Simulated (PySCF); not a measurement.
Start geometry of `COC(C)=O` (methyl acetate) from MMFF94s (Å):
```
atom  x, y, z in Å
C1     1.8206    0.2673    0.1483
O2     0.4691    0.1600    0.5971
C3    -0.4206   -0.1204   -0.3942
C4    -1.8049   -0.2131    0.1708
O5    -0.1438   -0.2760   -1.5751
H6     1.9213    1.0837   -0.5737
H7     2.4485    0.4924    1.0149
H8     2.1567   -0.6794   -0.2862
H9    -2.5105   -0.4386   -0.6340
H10   -2.0856    0.7415    0.6226
H11   -1.8508   -1.0174    0.9094
```

**Question.** What comes out of this run: PBE0-D3(BJ)/def2-SVP geometry optimisation, gas phase (PySCF 2.14.0)?

**Answer.** 
```
atom  x, y, z in Å
C1     1.808    0.321    0.160
O2     0.447    0.262    0.547
C3    -0.405   -0.185   -0.387
C4    -1.812   -0.217    0.134
O5    -0.056   -0.519   -1.488
H6     1.944    0.991   -0.702
H7     2.359    0.704    1.027
H8     2.182   -0.675   -0.118
H9    -2.497   -0.489   -0.676
H10   -2.084    0.761    0.555
H11   -1.887   -0.954    0.948
```

The energy falls by 0.070 eV over 11 energy and gradient evaluations, the largest force component goes from 0.0389 to 6.5e-05 Eh/bohr, and the atoms move by 0.056 Å rms after alignment. Among the bonds, O2–C3 and C3=O5 change most and about equally (-0.021 to -0.020 Å). Bonds longer at the end by more than 0.005 Å: 4 of 10; shorter: 3. Among the angles that change most is H10–C4–H11, from 110.7° to 107.2°. Rotational constants go from 9989, 4188, 3068 to 10314, 4207, 3105 MHz. The orientation of the end geometry is arbitrary; only internal coordinates are fixed.

The run used 100 basis functions and 72 SCF cycles in all.

No frequency check. One conformer, not necessarily the lowest.
